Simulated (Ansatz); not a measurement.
## Ansatz (development build ahead of 0.2.0) run

```yaml
crystal:
  periodic: [false, false, false]
  atoms:
    - { symbol: H, position_ang: [0.0, 0.16588, -1.31806] }
    - { symbol: S, position_ang: [0.0, -0.75837, -0.17] }
    - { symbol: S, position_ang: [0.0, 0.59249, 1.48806] }
basis:
  gaussian: { orbitals: def2-SVP }
magnetization:
  spin_polarized: true
  initial_magnetization: 1
hamiltonian:
  xc: hf
correlation:
  method: ccsd_t
  frozen_orbitals: { H: 0, S: 5 }
```

The input is written out in the form of the current development build from the run's settings.

Output:

```
Converged          : yes
Reference energy   : -795.36095 hartree
Correlation energy : -0.28294 hartree
Total energy       : -795.64390 hartree
Stability test     : minimum
```
